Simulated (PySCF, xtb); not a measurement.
H2O, charge +1, multiplicity 2. Atoms are numbered in the order given.

```xyz
3

O      0.0000     0.0000    -0.1158
H      0.0000    -0.8204     0.4634
H      0.0000     0.8204     0.4634
```
Charge +1, spin multiplicity 2.

Geometry: PBE0-D3(BJ)/def2-TZVPD. The multiplicity is an assumed one; other spin states were not compared.

The numbers are results of C-PCM-B3LYP/def2-TZVPD in PySCF, not measurements.

The values are the electrostatic part of the solvation free energy, E(continuum) − E(gas) at the gas-phase geometry, in a cavity of scaled van der Waals radii (PySCF's table); cavitation and dispersion terms are not included.

```json
[
 {"solvent": "water", "ε": "78.36", "ΔG(elec) (kcal/mol)": "-91.3"},
 {"solvent": "1-octanol", "ε": "9.86", "ΔG(elec) (kcal/mol)": "___"},
 {"solvent": "dichloromethane", "ε": "8.93", "ΔG(elec) (kcal/mol)": "-82.1"}
]
```

Task: What belongs in the gaps? (The exact figures need the calculation; the answer reports its results.)

Result: 
- 1-octanol, ΔG(elec) (kcal/mol): -83.1

For comparison, GFN2-xTB/ALPB(water) (xtb, at the GFN2-xTB geometry, all terms of that model) gives -104.5 kcal/mol.
